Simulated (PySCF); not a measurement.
# Aluminium: a sound run and one with changed settings

Sound run: Al [Ne] 3s2 3p1, Al⁺ [Ne] 3s2. All numbers are calculated (PySCF 2.14, the spin-free X2C one-electron Hamiltonian (Gaussian nucleus), in x2c-TZVPall (5s5p2d1f, 37 functions)). In the sound run the correlated levels freeze [Ne]. The sound run starts from symmetry-adapted Hartree-Fock orbitals and uses a fine grid where one is needed.

Changed run: initial guess atom, at most 50 SCF cycles.

```tsv
species	method	sound run (hartree)	changed run (hartree)	converged
Al	UHF	-242.31006	-242.31006	yes
Al	LDA	-241.74411	-241.74411	yes
Al	CCSD(T)	-242.36145	-242.36145	yes
Al⁺	r2SCAN	-242.54352	-242.54352	yes
Al⁺	MP2	-242.13187	-242.13187	yes
```

Here the plain start reaches the same solutions.
